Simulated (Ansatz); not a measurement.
A nudged elastic band was laid between two geometries of C2H6Si + H2 (11 atoms, charge 0, multiplicity 1).

All numbers below come from Ansatz 0.2.0, UKS PBE0-D4/def2-SVP.

- movable images: 5
- climbing image: yes
- spring: 5.0 eV/Å²
- optimiser: quadratic models (default)
- start path: through a guess of the saddle point
- force threshold: 0.05 eV/Å
- iteration limit: 10
- end points: relaxed

Initial state:

```xyz
11
Properties=species:S:1:pos:R:3
Si 0.106 0.374 -1.009
C 1.262 0.693 0.490
C -0.743 -1.250 -0.442
H -1.312 1.589 -0.492
H -1.336 1.276 0.235
H 2.139 0.045 0.301
H 1.644 1.725 0.520
H 0.873 0.417 1.483
H -0.932 -1.362 0.638
H -0.031 -2.048 -0.726
H -1.670 -1.458 -0.999
```

Final state:

```xyz
11
Properties=species:S:1:pos:R:3
Si -0.421 0.548 -0.234
C 1.251 0.777 0.596
C -0.870 -1.272 -0.388
H -0.395 1.175 -1.595
H -1.474 1.255 0.565
H 2.047 0.267 0.031
H 1.514 1.845 0.663
H 1.243 0.366 1.618
H -0.926 -1.748 0.604
H -0.120 -1.816 -0.983
H -1.848 -1.396 -0.878
```

Problem. Which bonds break or form, and what moves?

Solution. Bonds broken: H4–H5. Bonds formed: Si1–H4, Si1–H5. C2H6Si + H2 becomes C2H8Si.

Problem. Give the energies along the band, and the barrier.

Solution. The run ended unconverged. The highest image is number 2 of 0 to 6, 5.2 kcal/mol above the first end and 65.8 kcal/mol above the last; the last end lies 60.7 kcal/mol below the first. The band didn't meet its force threshold, so its energies are provisional: the largest band force was still 0.27 eV/Å, and over the last iterations the top moved between 0.19 and 0.22 eV. The orbitals stay closed-shell, which can raise the energy where a bond breaks towards radicals; this wasn't checked here.

| image | path coordinate (Å) | energy (kcal/mol) | H4–H5 (Å) | Si1–H4 (Å) | Si1–H5 (Å) |
| --- | --- | --- | --- | --- | --- |
| 0 | 0.00 | 0.0 | 0.79 | 1.94 | 2.11 |
| 1 | 0.41 | 0.2 | 0.80 | 1.86 | 2.02 |
| 2 | 0.82 | 5.2 | 1.04 | 1.55 | 1.72 |
| 3 | 1.28 | -14.2 | 1.52 | 1.46 | 1.53 |
| 4 | 1.74 | -45.2 | 2.00 | 1.48 | 1.47 |
| 5 | 2.20 | -58.0 | 2.32 | 1.50 | 1.49 |
| 6 | 2.65 | -60.7 | 2.42 | 1.50 | 1.50 |

The run took 2 min on 2 threads of Arm Neoverse V1, with other jobs on the host, peak memory 0.23 GiB.
